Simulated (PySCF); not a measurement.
# H$_{3}$Si, SMILES `[SiH3]` (charge 0, multiplicity 2)

Calculation: PBE-D3(BJ)/def2-TZVP (PySCF).

```json
{
  "highest_occupied_spin_orbital": "-5.32 eV",
  "dipole_moment": "0.03 D",
  "total_energy": "-7920.63 eV",
  "cost": "very roughly 23 core-seconds"
}
```

```xyz
4

Si     0.0002    -0.0002     0.3400
H     -0.5770     1.3031    -0.1123
H      1.4169    -0.1518    -0.1144
H     -0.8401    -1.1511    -0.1133
```
Charge 0, spin multiplicity 2.
